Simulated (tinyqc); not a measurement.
Worked calculation (part 2 of 2): ROHF in the sto-3g basis, for CH2, spin multiplicity 3. Computed by tinyqc, a small Python program that keeps every step (integrals from PySCF). Command: `OMP_NUM_THREADS=1 python tinyqc.py 26310 26311 out.jsonl` (the two numbers bound the seeds that draw the settings). One thread of a shared host (Intel(R) Xeon(R) Processor @ 2.60GHz), about 0.06 s of CPU time with the checks.

Geometry (angstrom):

| atom | x | y | z |
|---|---|---|---|
| C | 0.000000 | 0.000000 | 0.000000 |
| H | 0.000000 | 0.839000 | 0.640000 |
| H | 0.000000 | -0.839000 | 0.640000 |

## Iteration 2: building the Fock matrix

D(alpha) after iteration 1:
```
            1C 1s      1C 2s    1C 2px     1C 2py     1C 2pz      2H 1s      3H 1s
1C 1s    1.056924  -0.226607  0.000000   0.000000   0.068480  -0.019194  -0.019194
1C 2s   -0.226607   0.992419  0.000000   0.000000  -0.368226  -0.047503  -0.047503
1C 2px   0.000000   0.000000  1.000000   0.000000   0.000000   0.000000   0.000000
1C 2py   0.000000   0.000000  0.000000   0.309323   0.000000   0.246510  -0.246510
1C 2pz   0.068480  -0.368226  0.000000   0.000000   0.525373   0.252585   0.252585
2H 1s   -0.019194  -0.047503  0.000000   0.246510   0.252585   0.341160  -0.051746
3H 1s   -0.019194  -0.047503  0.000000  -0.246510   0.252585  -0.051746   0.341160
```

D(beta) after iteration 1:
```
            1C 1s      1C 2s    1C 2px     1C 2py     1C 2pz      2H 1s      3H 1s
1C 1s    1.024781  -0.082539  0.000000   0.000000  -0.051034  -0.065978  -0.065978
1C 2s   -0.082539   0.346698  0.000000   0.000000   0.167445   0.162184   0.162184
1C 2px   0.000000   0.000000  0.000000   0.000000   0.000000   0.000000   0.000000
1C 2py   0.000000   0.000000  0.000000   0.309323   0.000000   0.246510  -0.246510
1C 2pz  -0.051034   0.167445  0.000000   0.000000   0.080996   0.078635   0.078635
2H 1s   -0.065978   0.162184  0.000000   0.246510   0.078635   0.273067  -0.119838
3H 1s   -0.065978   0.162184  0.000000  -0.246510   0.078635  -0.119838   0.273067
```

core Hamiltonian H = T + V (hartree):
```
             1C 1s      1C 2s     1C 2px     1C 2py     1C 2pz      2H 1s      3H 1s
1C 1s   -18.764575  -4.527215   0.000000   0.000000  -0.021919  -1.243199  -1.243199
1C 2s    -4.527215  -5.687530   0.000000   0.000000  -0.219714  -2.618500  -2.618500
1C 2px    0.000000   0.000000  -4.550412   0.000000   0.000000   0.000000   0.000000
1C 2py    0.000000   0.000000   0.000000  -4.721227   0.000000  -1.662086   1.662086
1C 2pz   -0.021919  -0.219714   0.000000   0.000000  -4.649806  -1.331653  -1.331653
2H 1s    -1.243199  -2.618500   0.000000  -1.662086  -1.331653  -3.715820  -0.958637
3H 1s    -1.243199  -2.618500   0.000000   1.662086  -1.331653  -0.958637  -3.715820
```

nuclear repulsion = 6.33309845 hartree

Given earlier and not repeated: Two-electron integrals (ij|kl) in chemists' order.

J_ij = sum D_kl (ij|kl) with D = D(alpha) + D(beta), K_ij = sum D_kl (ik|jl) for each spin; F = H + J - K(s); E = tr D H + tr D J / 2 - 0.5 sum_s tr D(s) K(s) + E_nn.

Coulomb J (hartree):
```
            1C 1s     1C 2s    1C 2px     1C 2py    1C 2pz     2H 1s      3H 1s
1C 1s   11.406546  2.198754  0.000000   0.000000  0.021100  0.602471   0.602471
1C 2s    2.198754  5.098502  0.000000   0.000000  0.177811  2.345080   2.345080
1C 2px   0.000000  0.000000  5.050753   0.000000  0.000000  0.000000   0.000000
1C 2py   0.000000  0.000000  0.000000   5.141183  0.000000  1.649903  -1.649903
1C 2pz   0.021100  0.177811  0.000000   0.000000  5.086960  1.311663   1.311663
2H 1s    0.602471  2.345080  0.000000   1.649903  1.311663  3.872169   0.840337
3H 1s    0.602471  2.345080  0.000000  -1.649903  1.311663  0.840337   3.872169
```

exchange K(alpha) (hartree):
```
           1C 1s      1C 2s    1C 2px     1C 2py     1C 2pz     2H 1s      3H 1s
1C 1s   3.619999   0.645259  0.000000   0.000000   0.004649  0.183049   0.183049
1C 2s   0.645259   1.011267  0.000000   0.000000  -0.031833  0.500843   0.500843
1C 2px  0.000000   0.000000  0.865761   0.000000   0.000000  0.000000   0.000000
1C 2py  0.000000   0.000000  0.000000   0.708227   0.000000  0.344935  -0.344935
1C 2pz  0.004649  -0.031833  0.000000   0.000000   0.759043  0.266775   0.266775
2H 1s   0.183049   0.500843  0.000000   0.344935   0.266775  0.673538   0.183405
3H 1s   0.183049   0.500843  0.000000  -0.344935   0.266775  0.183405   0.673538
```

exchange K(beta) (hartree):
```
           1C 1s     1C 2s    1C 2px     1C 2py    1C 2pz     2H 1s      3H 1s
1C 1s   3.563680  0.603442  0.000000   0.000000  0.002632  0.168496   0.168496
1C 2s   0.603442  0.623214  0.000000   0.000000  0.276304  0.431856   0.431856
1C 2px  0.000000  0.000000  0.123765   0.000000  0.000000  0.000000   0.000000
1C 2py  0.000000  0.000000  0.000000   0.612268  0.000000  0.328656  -0.328656
1C 2pz  0.002632  0.276304  0.000000   0.000000  0.262271  0.251454   0.251454
2H 1s   0.168496  0.431856  0.000000   0.328656  0.251454  0.617083   0.152750
3H 1s   0.168496  0.431856  0.000000  -0.328656  0.251454  0.152750   0.617083
```

F(alpha) (hartree):
```
             1C 1s      1C 2s     1C 2px     1C 2py     1C 2pz      2H 1s      3H 1s
1C 1s   -10.978029  -2.973721   0.000000   0.000000  -0.005468  -0.823778  -0.823778
1C 2s    -2.973721  -1.600295   0.000000   0.000000  -0.010070  -0.774263  -0.774263
1C 2px    0.000000   0.000000  -0.365420   0.000000   0.000000   0.000000   0.000000
1C 2py    0.000000   0.000000   0.000000  -0.288271   0.000000  -0.357118   0.357118
1C 2pz   -0.005468  -0.010070   0.000000   0.000000  -0.321889  -0.286765  -0.286765
2H 1s    -0.823778  -0.774263   0.000000  -0.357118  -0.286765  -0.517189  -0.301705
3H 1s    -0.823778  -0.774263   0.000000   0.357118  -0.286765  -0.301705  -0.517189
```

F(beta) (hartree):
```
             1C 1s      1C 2s    1C 2px     1C 2py     1C 2pz      2H 1s      3H 1s
1C 1s   -10.921710  -2.931903  0.000000   0.000000  -0.003452  -0.809224  -0.809224
1C 2s    -2.931903  -1.212242  0.000000   0.000000  -0.318207  -0.705276  -0.705276
1C 2px    0.000000   0.000000  0.376576   0.000000   0.000000   0.000000   0.000000
1C 2py    0.000000   0.000000  0.000000  -0.192312   0.000000  -0.340839   0.340839
1C 2pz   -0.003452  -0.318207  0.000000   0.000000   0.174883  -0.271444  -0.271444
2H 1s    -0.809224  -0.705276  0.000000  -0.340839  -0.271444  -0.460734  -0.271050
3H 1s    -0.809224  -0.705276  0.000000   0.340839  -0.271444  -0.271050  -0.460734
```

total energy of this density = -38.40887526 hartree

## Iteration 2: Roothaan effective Fock matrix

overlap S:
```
           1C 1s     1C 2s    1C 2px     1C 2py    1C 2pz     2H 1s      3H 1s
1C 1s   1.000000  0.248362  0.000000   0.000000  0.000000  0.067541   0.067541
1C 2s   0.248362  1.000000  0.000000   0.000000  0.000000  0.510928   0.510928
1C 2px  0.000000  0.000000  1.000000   0.000000  0.000000  0.000000   0.000000
1C 2py  0.000000  0.000000  0.000000   1.000000  0.000000  0.380781  -0.380781
1C 2pz  0.000000  0.000000  0.000000   0.000000  1.000000  0.290465   0.290465
2H 1s   0.067541  0.510928  0.000000   0.380781  0.290465  1.000000   0.197745
3H 1s   0.067541  0.510928  0.000000  -0.380781  0.290465  0.197745   1.000000
```

With projectors Pc = D(beta) S, Po = (D(alpha) - D(beta)) S, Pv = 1 - D(alpha) S, the block xy is Px^T F Py; with Fc = (F(alpha) + F(beta))/2, the blocks are Fc for cc, oo, vv and cv, F(beta) for co and F(alpha) for ov.

effective F (hartree):
```
             1C 1s      1C 2s    1C 2px     1C 2py     1C 2pz      2H 1s      3H 1s
1C 1s   -10.950237  -2.947582  0.000000   0.000000  -0.015071  -0.818349  -0.818349
1C 2s    -2.947582  -1.351668  0.000000   0.000000  -0.191679  -0.728556  -0.728556
1C 2px    0.000000   0.000000  0.005578   0.000000   0.000000   0.000000   0.000000
1C 2py    0.000000   0.000000  0.000000  -0.240292   0.000000  -0.348979   0.348979
1C 2pz   -0.015071  -0.191679  0.000000   0.000000  -0.132741  -0.311561  -0.311561
2H 1s    -0.818349  -0.728556  0.000000  -0.348979  -0.311561  -0.496481  -0.293897
3H 1s    -0.818349  -0.728556  0.000000   0.348979  -0.311561  -0.293897  -0.496481
```

## Iteration 2: DIIS over 2 matrices

error matrix X^T (FDS - SDF) X:
```
           1          2          3         4          5         6         7
1   0.000000   0.000000  -0.033576  0.000000  -0.086317  0.000000  0.103399
2   0.000000   0.000000   0.000000  0.000000   0.000000  0.009363  0.000000
3   0.033576   0.000000   0.000000  0.000000   0.018916  0.000000  0.033009
4   0.000000   0.000000   0.000000  0.000000   0.000000  0.000000  0.000000
5   0.086317   0.000000  -0.018916  0.000000   0.000000  0.000000  0.013519
6   0.000000  -0.009363   0.000000  0.000000   0.000000  0.000000  0.000000
7  -0.103399   0.000000  -0.033009  0.000000  -0.013519  0.000000  0.000000
```

B (overlaps of the stored error matrices):
```
               1              2
1  4.2166396e+00  1.7734830e-01
2  1.7734830e-01  4.1974457e-02
```

Minimise |sum c_i e_i|^2 with sum c_i = 1: solve [B -1; -1 0][c; lambda] = [0; -1] with B_ij = tr e_i^T e_j, and take F = sum c_i F_i.

DIIS coefficients: -0.034676  1.034676

extrapolated F (hartree):
```
             1C 1s      1C 2s     1C 2px     1C 2py     1C 2pz      2H 1s      3H 1s
1C 1s   -10.984290  -2.954856   0.000000   0.000000  -0.015069  -0.820276  -0.820276
1C 2s    -2.954856  -1.363264   0.000000   0.000000  -0.188229  -0.734699  -0.734699
1C 2px    0.000000   0.000000  -0.008662   0.000000   0.000000   0.000000   0.000000
1C 2py    0.000000   0.000000   0.000000  -0.248430   0.000000  -0.354037   0.354037
1C 2pz   -0.015069  -0.188229   0.000000   0.000000  -0.144787  -0.314638  -0.314638
2H 1s    -0.820276  -0.734699   0.000000  -0.354037  -0.314638  -0.505338  -0.295990
3H 1s    -0.820276  -0.734699   0.000000   0.354037  -0.314638  -0.295990  -0.505338
```

## Iteration 2: diagonalisation and new density

X:
```
                1          2          3         4          5          6         7
1C 1s   -0.276499   0.000000   0.787300  0.000000  -0.601330   0.000000  0.154504
1C 2s    1.334341   0.000000  -0.356175  0.000000  -0.311189   0.000000  0.415085
1C 2px   0.000000   0.000000   0.000000  1.000000   0.000000   0.000000  0.000000
1C 2py   0.000000   1.076387   0.000000  0.000000   0.000000   0.638343  0.000000
1C 2pz   0.706649   0.000000   0.608934  0.000000   0.649629   0.000000  0.213804
2H 1s   -0.914484  -0.913588  -0.143602  0.000000   0.114871   0.376047  0.362078
3H 1s   -0.914484   0.913588  -0.143602  0.000000   0.114871  -0.376047  0.362078
```

Diagonalise F' = X^T F X, C = X C', fill 5 alpha and 3 beta electrons from the bottom; D(s) = C_occ C_occ^T. Each column has its largest component positive (the first on a tie).

F' = X^T F X (hartree):
```
           1         2          3          4          5          6          7
1   0.721368  0.000000   0.592958   0.000000  -0.325027   0.000000   0.049180
2   0.000000  0.755307   0.000000   0.000000   0.000000   0.099476   0.000000
3   0.592958  0.000000  -5.013126   0.000000   4.905538   0.000000  -2.183941
4   0.000000  0.000000   0.000000  -0.008662   0.000000   0.000000   0.000000
5  -0.325027  0.000000   4.905538   0.000000  -4.966381   0.000000   2.211764
6   0.000000  0.099476   0.000000   0.000000   0.000000  -0.500381   0.000000
7   0.049180  0.000000  -2.183941   0.000000   2.211764   0.000000  -1.849896
```

orbital energies (hartree): MO1 -10.990196, MO2 -0.808913, MO3 -0.508213, MO4 -0.119353, MO5 -0.008662, MO6 0.763139, MO7 0.810426

coefficients C:
```
              MO1        MO2        MO3        MO4       MO5        MO6        MO7
1C 1s    0.993090  -0.201857   0.000000   0.155108  0.000000   0.000000  -0.175303
1C 2s    0.030593   0.578905   0.000000  -0.686975  0.000000   0.000000   1.169811
1C 2px   0.000000   0.000000   0.000000   0.000000  1.000000   0.000000   0.000000
1C 2py   0.000000   0.000000   0.551893   0.000000  0.000000   1.123167   0.000000
1C 2pz   0.005700   0.230982   0.000000   0.750024  0.000000   0.000000   0.849684
2H 1s   -0.007140   0.297928   0.446591   0.192690  0.000000  -0.881256  -0.935552
3H 1s   -0.007140   0.297928  -0.446591   0.192690  0.000000   0.881256  -0.935552
```

D(alpha) after iteration 2:
```
            1C 1s      1C 2s    1C 2px     1C 2py     1C 2pz      2H 1s      3H 1s
1C 1s    1.051032  -0.193030  0.000000   0.000000   0.075370  -0.037342  -0.037342
1C 2s   -0.193030   0.808002  0.000000   0.000000  -0.381357   0.039880   0.039880
1C 2px   0.000000   0.000000  1.000000   0.000000   0.000000   0.000000   0.000000
1C 2py   0.000000   0.000000  0.000000   0.304586   0.000000   0.246470  -0.246470
1C 2pz   0.075370  -0.381357  0.000000   0.000000   0.615921   0.213297   0.213297
2H 1s   -0.037342   0.039880  0.000000   0.246470   0.213297   0.325385  -0.073502
3H 1s   -0.037342   0.039880  0.000000  -0.246470   0.213297  -0.073502   0.325385
```

D(beta) after iteration 2:
```
            1C 1s      1C 2s    1C 2px     1C 2py     1C 2pz      2H 1s      3H 1s
1C 1s    1.026974  -0.086475  0.000000   0.000000  -0.040965  -0.067229  -0.067229
1C 2s   -0.086475   0.336067  0.000000   0.000000   0.133891   0.172253   0.172253
1C 2px   0.000000   0.000000  0.000000   0.000000   0.000000   0.000000   0.000000
1C 2py   0.000000   0.000000  0.000000   0.304586   0.000000   0.246470  -0.246470
1C 2pz  -0.040965   0.133891  0.000000   0.000000   0.053385   0.068775   0.068775
2H 1s   -0.067229   0.172253  0.000000   0.246470   0.068775   0.288255  -0.110631
3H 1s   -0.067229   0.172253  0.000000  -0.246470   0.068775  -0.110631   0.288255
```

## Iteration 7 (converged): orbitals

converged F (hartree):
```
             1C 1s      1C 2s     1C 2px     1C 2py     1C 2pz      2H 1s      3H 1s
1C 1s   -10.966682  -2.951160   0.000000   0.000000  -0.018267  -0.819535  -0.819535
1C 2s    -2.951160  -1.359899   0.000000   0.000000  -0.193938  -0.737146  -0.737146
1C 2px    0.000000   0.000000  -0.000808   0.000000   0.000000   0.000000   0.000000
1C 2py    0.000000   0.000000   0.000000  -0.244987   0.000000  -0.352991   0.352991
1C 2pz   -0.018267  -0.193938   0.000000   0.000000  -0.132760  -0.309086  -0.309086
2H 1s    -0.819535  -0.737146   0.000000  -0.352991  -0.309086  -0.507757  -0.297159
3H 1s    -0.819535  -0.737146   0.000000   0.352991  -0.309086  -0.297159  -0.507757
```

As before.

F' = X^T F X (hartree):
```
           1         2          3          4          5          6          7
1   0.714808  0.000000   0.582586   0.000000  -0.328700   0.000000   0.051165
2   0.000000  0.753095   0.000000   0.000000   0.000000   0.102326   0.000000
3   0.582586  0.000000  -5.002914   0.000000   4.904260   0.000000  -2.177780
4   0.000000  0.000000   0.000000  -0.000808   0.000000   0.000000   0.000000
5  -0.328700  0.000000   4.904260   0.000000  -4.946715   0.000000   2.211802
6   0.000000  0.102326   0.000000   0.000000   0.000000  -0.498328   0.000000
7   0.051165  0.000000  -2.177780   0.000000   2.211802   0.000000  -1.849623
```

orbital energies (hartree): MO1 -10.972662, MO2 -0.809514, MO3 -0.506640, MO4 -0.101914, MO5 -0.000808, MO6 0.761407, MO7 0.799647

coefficients C:
```
              MO1        MO2        MO3        MO4       MO5        MO6        MO7
1C 1s    0.993043  -0.202223   0.000000   0.153062  0.000000   0.000000  -0.176934
1C 2s    0.030841   0.578835   0.000000  -0.677776  0.000000   0.000000   1.175193
1C 2px   0.000000   0.000000   0.000000   0.000000  1.000000   0.000000   0.000000
1C 2py   0.000000   0.000000   0.549102   0.000000  0.000000   1.124534   0.000000
1C 2pz   0.006091   0.225856   0.000000   0.755904  0.000000   0.000000   0.845840
2H 1s   -0.007280   0.299423   0.448778   0.188444  0.000000  -0.880144  -0.935938
3H 1s   -0.007280   0.299423  -0.448778   0.188444  0.000000   0.880144  -0.935938
```

D(alpha) after iteration 7:
```
            1C 1s      1C 2s    1C 2px     1C 2py     1C 2pz      2H 1s      3H 1s
1C 1s    1.050458  -0.190169  0.000000   0.000000   0.076075  -0.038936  -0.038936
1C 2s   -0.190169   0.795382  0.000000   0.000000  -0.381412   0.045369   0.045369
1C 2px   0.000000   0.000000  1.000000   0.000000   0.000000   0.000000   0.000000
1C 2py   0.000000   0.000000  0.000000   0.301513   0.000000   0.246425  -0.246425
1C 2pz   0.076075  -0.381412  0.000000   0.000000   0.622438   0.210028   0.210028
2H 1s   -0.038936   0.045369  0.000000   0.246425   0.210028   0.326620  -0.076183
3H 1s   -0.038936   0.045369  0.000000  -0.246425   0.210028  -0.076183   0.326620
```

D(beta) after iteration 7:
```
            1C 1s      1C 2s    1C 2px     1C 2py     1C 2pz      2H 1s      3H 1s
1C 1s    1.027030  -0.086428  0.000000   0.000000  -0.039625  -0.067780  -0.067780
1C 2s   -0.086428   0.336001  0.000000   0.000000   0.130921   0.173092   0.173092
1C 2px   0.000000   0.000000  0.000000   0.000000   0.000000   0.000000   0.000000
1C 2py   0.000000   0.000000  0.000000   0.301513   0.000000   0.246425  -0.246425
1C 2pz  -0.039625   0.130921  0.000000   0.000000   0.051048   0.067582   0.067582
2H 1s   -0.067780   0.173092  0.000000   0.246425   0.067582   0.291109  -0.111695
3H 1s   -0.067780   0.173092  0.000000  -0.246425   0.067582  -0.111695   0.291109
```

## Convergence

Stop when the energy changes by less than 1e-09 hartree and every element of the error matrix X^T (F D S - S D F) X is below 9e-06.

Course of the cycle:

| iteration | E (hartree) | change | largest element of the error matrix |
|---|---|---|---|
| 1 | -36.91865807 | - | 9.60e-01 |
| 2 | -38.40887526 | -1.49e+00 | 1.03e-01 |
| 3 | -38.42024738 | -1.14e-02 | 8.57e-03 |
| 4 | -38.42031504 | -6.77e-05 | 6.84e-04 |
| 5 | -38.42031570 | -6.63e-07 | 1.55e-04 |
| 6 | -38.42031573 | -2.79e-08 | 8.26e-06 |
| 7 | -38.42031573 | -6.35e-11 | 1.64e-07 |

PySCF ROHF in the same basis = -38.42031573 hartree

Converged in 7 iterations.

## Populations, bond orders and dipole

Mulliken: Z minus the diagonal of D S on the atom; Loewdin: the same with S^(1/2) D S^(1/2); Mayer order: 2 sum_s sum (D(s) S)_ij (D(s) S)_ji over the two atoms.

Charges (e):

| atom | Mulliken | Loewdin | Mulliken spin |
|---|---|---|---|
| 1C | -0.093418 | -0.038496 | 1.958800 |
| 2H | 0.046709 | 0.019248 | 0.020600 |
| 3H | 0.046709 | 0.019248 | 0.020600 |

Mayer bond orders:

| pair | order |
|---|---|
| 2-1 | 0.992298 |
| 3-1 | 0.992298 |
| 3-2 | 0.005096 |

dipole moment about the origin, x y z (debye): 0.000000  0.000000  0.187270
